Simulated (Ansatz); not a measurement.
# AlGa2H (H-bridged), quintet in cc-pVDZ: errors against UCCSDT(Q)

Geometry: that of the AlGa2H (H-bridged), triplet, kept fixed. The triplet lies 2.5 eV lower here.

```yaml
atoms:
  - { symbol: Ga, position_ang: [-0.0044, 0.3364, 1.5090] }
  - { symbol: Al, position_ang: [-0.0226, -1.7250, 0.0000] }
  - { symbol: Ga, position_ang: [-0.0044, 0.3364, -1.5090] }
  - { symbol: H, position_ang: [1.2155, -0.3558, 0.0000] }
```

Basis cc-pVDZ; Ansatz 0.2.0. Correlated methods freeze the noble-gas cores and the filled d shells of p-block atoms, which leaves 10 electrons in 44 orbitals. R marks a restricted (for open shells ROHF) determinant, U an unrestricted one. No spin–orbit coupling is included, and no scalar relativity.

Full CI isn't at hand for all of this; UCCSDT(Q) serves as the reference, and is uncertain by about the last step of the cluster series. The frozen core follows each run's orbitals, which can shift R against U totals by a few meV for light atoms and by up to 0.1 eV past Ca.

```
UHF ⟨S²⟩                          : 6.086
T1 diagnostic (RCCSD)             : 0.0323
largest doubles amplitude (RCCSD) : 0.046
T1 diagnostic (UCCSD)             : 0.0324
```

| level | E − E(UCCSDT(Q)) (mEh) | share of correlation (%) | wall time |
| --- | --- | --- | --- |
| UHF | 174.55 | 5.98 | – |
| UMP2 | 45.54 | 75.47 | – |
| UCCSD | 10.53 | 94.33 | – |
| UCCSD(T) | 2.53 | 98.64 | 20 s |
| UCCSDT | 0.62 | 99.67 | – |

The correlation energy at UCCSDT(Q), counted from RHF, is -5.052 eV. That run took 49 s on 1 thread of Arm Neoverse V2, shared host.

Run but not shown, since their state or frozen core can't be matched to the reference's or they repeat it: RHF, RMP2, RCCSD, RCCSD(T), BCCD(T), RCCSDT, RCCSDT(Q).

Times hold each run's SCF and search for its determinant on a shared host, so for small cases they say little of a method's own cost; they ran on 1 thread of Arm Neoverse V2.
